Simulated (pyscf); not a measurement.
•H₂Si–Cl (SMILES [SiH2]Cl) + NH₃ (SMILES N) → H₂N–SiH•–Cl (SMILES N[SiH]Cl) + H₂ (SMILES [H][H]), a four-centre exchange (doublet surface; H–Si, H–N broken, N–Si, H–H formed). Structures and frequencies: ωB97X-D3(BJ)/def2-SVP in PySCF. Energies in kcal/mol from the separated reactants.

Small-basis levels: PySCF, no dispersion term, spherical d functions. AM1 to PM7: differences of heats of formation from MOPAC, which are fitted to 298 K values and so differ in kind from electronic energies by zero-point and thermal terms. Open shells are spin-unrestricted. 

```json
[
 {"level": "HF/3-21G", "barrier": "39.6", "reaction energy": "-14.7"},
 {"level": "MP2/6-31G*", "barrier": "40.8", "reaction energy": "-11.8"},
 {"level": "SVWN5/6-31G*", "barrier": "11.9", "reaction energy": "-12.6"},
 {"level": "BP86/6-31G*", "barrier": "26.6", "reaction energy": "-10.1"},
 {"level": "B3LYP/3-21G", "barrier": "18.9", "reaction energy": "-20.2"},
 {"level": "B3LYP/LANL2DZ", "barrier": "32.1", "reaction energy": "-12.3"},
 {"level": "AM1", "barrier": "40.0", "reaction energy": "-27.0"},
 {"level": "ωB97M-D3(BJ)/def2-TZVP", "barrier": "29.6", "reaction energy": "-9.3"}
]
```

Against the last row the barrier runs from -17.7 (SVWN5/6-31G*) to +11.2 kcal/mol (MP2/6-31G*). ωB97M-D3(BJ)/def2-TZVP has limits of its own. At the saddle there is also a short H–Si contact that neither side keeps. The same reactants have a lower exit, to H₂N–SiH₂• + HCl (barrier +12.9 kcal/mol at ωB97M-D3(BJ)/def2-TZVP, against +29.6 kcal/mol here). This is the saddle that the search found; another between the same sides may lie lower.
